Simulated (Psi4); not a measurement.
# SiNH4F (SMILES N[SiH2]F): a chain of runs

We compute a structure relaxation (BP86/cc-pVDZ), then the harmonic vibrations, then the excited states (TD-BP86/cc-pVDZ) of SiNH4F. 

The results are computed with Psi4 1.11.

## 1. The system as given

The species is SiNH4F (7 atoms), meant as a singlet with charge 0. SMILES: `N[SiH2]F`. The shape is that of a PBE0-D4/def2-TZVP optimisation. This is one conformer, not always the lowest. The run starts from this shape.

Bond lengths: N1–Si2 1.696 Å, Si2–F3 1.605 Å, N1–H4 1.006 Å, N1–H5 1.006 Å, Si2–H6 1.479 Å, Si2–H7 1.479 Å. Angles: N1–Si2–F3 114.6°, N1–Si2–H6 108.3°, N1–Si2–H7 108.3°, F3–Si2–H6 105.8°, F3–Si2–H7 105.8°, Si2–N1–H4 122.0°, Si2–N1–H5 122.0°, H6–Si2–H7 114.0°, H4–N1–H5 111.8°.

## 2. A geometry optimisation at BP86/cc-pVDZ (density fitting) (run 1)

File calc.in:

```
memory 1.6 GB

molecule mol {
  0 1
  N
  Si 1 1.695514
  F 2 1.604561 1 114.64596
  H 1 1.006283 2 121.95998 3 -77.47342
  H 1 1.006321 4 111.83169 2 -157.22687
  H 2 1.479364 3 105.83286 1 119.30873
  H 2 1.479239 6 114.04763 3 -115.91915
}

set {
  basis        cc-pVDZ
  geom_maxiter 60
}

E, wfn = optimize('bp86', return_wfn=True)
print_variables()
```

The run is started by

```
$ psi4 -n 1 calc.in calc.out
```

calc.out, shortened:

```text
[...]
  Running in c1 symmetry.
[...]
  Nuclear repulsion =  118.587953541217985
[...]
  Multiplicity = 1
[...]
  Nalpha       = 17
  Nbeta        = 17
[...]
    Number of basis functions: 66
[...]
   @DF-RKS iter   1:  -446.26310400135270   -6.75351e-02   1.33156e-02 DIIS/ADIIS
[...]
   @DF-RKS iter   7:  -446.59297154110249   -3.81419e-11   9.15182e-09 DIIS
[...]
    Orbital Energies [Eh]
    ---------------------
    Doubly Occupied:
       1A    -65.523158     2A    -24.265510     3A    -14.014533
       4A     -5.106845     5A     -3.520504     6A     -3.517940
       7A     -3.516784     8A     -1.049391     9A     -0.780805
      10A     -0.493817    11A     -0.447410    12A     -0.392992
      13A     -0.363066    14A     -0.355948    15A     -0.316113
      16A     -0.288137    17A     -0.239400
[...]
  @DF-RKS Final Energy:  -446.59297154110249
   => Energetics <=
    Nuclear Repulsion Energy =            115.2279970957786333
    One-Electron Energy =                -846.8487204998231164
    Two-Electron Energy =                 324.8681813945657950
    DFT Exchange-Correlation Energy =     -39.8404295316237906
    Empirical Dispersion Energy =           0.0000000000000000
    VV10 Nonlocal Energy =                  0.0000000000000000
    Total Energy =                       -446.5929715411024858
[...]
 Multipole Moments:
 ------------------------------------------------------------------------------------
     Multipole            Electronic (a.u.)      Nuclear  (a.u.)        Total (a.u.)
 ------------------------------------------------------------------------------------
 L = 1.  Multiply by 2.5417464519 to convert [e a0] to [Debye]
 Dipole X            :         -0.0000012            0.0000016            0.0000004
 Dipole Y            :         -3.1242601            3.2478796            0.1236196
 Dipole Z            :          2.6270518           -3.3471334           -0.7200816
 Magnitude           :                                                    0.7306157
[...]
  -Total Gradient:
     Atom            X                  Y                   Z
    ------   -----------------  -----------------  -----------------
       1       -0.000000044509    -0.000058898893     0.000019375003
       2       -0.000000028093    -0.000045891978     0.000045952496
       3       -0.000000001645    -0.000056659828    -0.000063229997
       4        0.000048525392     0.000045931773    -0.000048338806
       5       -0.000048484123     0.000045934860    -0.000048333547
       6       -0.000012596932    -0.000083078289     0.000022685565
       7        0.000012630384    -0.000083067485     0.000022689132
[...]
    Final optimized geometry and variables:
    Molecular point group: c1
    Full point group: C1
    Geometry (in Angstrom), charge = 0, multiplicity = 1:
    N
    SI            1    1.739964
    F             2    1.671787      1  115.207768
    H             1    1.026701      2  117.705251      3  -67.072661
    H             1    1.026701      4  109.255310      2 -137.704535
    H             2    1.500497      3  106.118746      1  118.958176
    H             2    1.500497      6  114.402164      3 -116.643831
  Variable Map:
  ----------------------------------------------------------------------------
  "CURRENT ENERGY"              =>    -446.592971541102
[...]
```

The script printed:

```text
Optimizer: Optimization complete!
```

It took 31 s on 1 thread of Intel Xeon Platinum 8488C (Sapphire Rapids), shared host; peak memory 0.55 GiB.

The path in brief:

```
step  energy from the first frame kept (eV)  largest force (eV/Å)
   0                                 0.0000                2.2937
   1                                -0.1062                0.5970
   2                                -0.1170                0.1624
   3                                -0.1225                0.1435
   4                                -0.1263                0.2287
   5                                -0.1271                0.0912
   6                                -0.1273                0.0127
   7                                -0.1273                0.0045
```

After the run. Bond lengths: N1–Si2 1.740 Å, Si2–F3 1.672 Å, N1–H4 1.027 Å, N1–H5 1.027 Å, Si2–H6 1.500 Å, Si2–H7 1.500 Å. Angles: N1–Si2–F3 115.2°, N1–Si2–H6 107.6°, N1–Si2–H7 107.6°, F3–Si2–H6 106.1°, F3–Si2–H7 106.1°, Si2–N1–H4 117.7°, Si2–N1–H5 117.7°, H6–Si2–H7 114.4°, H4–N1–H5 109.3°.

## 3. The harmonic vibrations at BP86/cc-pVDZ (density fitting) (run 2)

File input.dat:

```
memory 1600 MB

molecule {
  0 1
  N
  Si 1 R2
  F 2 R3 1 A3
  H 1 R4 2 A4 3 D4
  H 1 R5 4 A5 2 D5
  H 2 R6 3 A6 1 D6
  H 2 R7 6 A7 3 D7

  R2 = 1.739964
  R3 = 1.671788
  A3 = 115.20775
  R4 = 1.026701
  A4 = 117.70524
  D4 = -67.0727
  R5 = 1.026701
  A5 = 109.25533
  D5 = -137.70455
  R6 = 1.500497
  A6 = 106.11874
  D6 = 118.95816
  R7 = 1.500497
  A7 = 114.40218
  D7 = -116.64381
}

set {
  basis cc-pVDZ
  t 400.0
  rotational_symmetry_number 1
}

E = frequencies('bp86')
print_variables()
```

The run is started by

```
$ psi4 -n 1 input.dat output.dat
```

output.dat, shortened:

```text
[...]
  Running in c1 symmetry.
[...]
  Nuclear repulsion =  115.227969757507196
[...]
  Multiplicity = 1
[...]
  Nalpha       = 17
  Nbeta        = 17
[...]
    Number of basis functions: 66
[...]
   @DF-RKS iter   1:  -446.28186822865547   -1.82126e-01   1.29797e-02 ADIIS/DIIS
[...]
   @DF-RKS iter  11:  -446.59297113073222   -4.20641e-12   8.43375e-09 DIIS
[...]
  @DF-RKS Final Energy:  -446.59297113073222
   => Energetics <=
    Nuclear Repulsion Energy =            115.2279639620995511
    One-Electron Energy =                -846.8486496815842202
    Two-Electron Energy =                 324.8681432136240801
    DFT Exchange-Correlation Energy =     -39.8404286248716630
    Empirical Dispersion Energy =           0.0000000000000000
    VV10 Nonlocal Energy =                  0.0000000000000000
    Total Energy =                       -446.5929711307322236
[...]
  -Total Gradient:
     Atom            X                  Y                   Z
    ------   -----------------  -----------------  -----------------
       1        0.000109119051    -0.000058931845     0.000019140129
       2        0.000224521537    -0.000045375744     0.000045749332
       3       -0.000019546201    -0.000057011625    -0.000063048423
       4        0.000043920817     0.000039101181    -0.000064247877
       5       -0.000053053218     0.000052819898    -0.000032367365
       6       -0.000164792562    -0.000019313716     0.000139386684
       7       -0.000139771921    -0.000147013999    -0.000093813502
[...]
  ==> Harmonic Vibrational Analysis <==
[...]
  Freq [cm^-1]                 271.6991            282.8120            470.5620
[...]
  IR activ [km/mol]            23.8417             21.7799             169.7304
[...]
  Freq [cm^-1]                 539.7295            767.4644            769.8730
[...]
  IR activ [km/mol]            39.4002              6.9247             42.0066
[...]
  Freq [cm^-1]                 841.8707            890.7521            900.9521
[...]
  IR activ [km/mol]             6.1640             108.3382            57.7714
[...]
  Freq [cm^-1]                 925.2329           1512.7323           2174.3278
[...]
  IR activ [km/mol]            227.4875            27.6253             69.7385
[...]
  Freq [cm^-1]                2187.9018           3439.7917           3532.1445
[...]
  IR activ [km/mol]            152.7830            14.6673             21.0201
[...]
```

On the terminal:

```text
Warning: used thermodynamics relations inappropriate for low-frequency modes: ['271.6991' '282.8120' '470.5620' '539.7295']
```

Wall time 2.7 min (1 thread of Intel Xeon Platinum 8488C (Sapphire Rapids), shared host); peak memory 0.57 GiB.

(Part 1 of 2 ends here.)
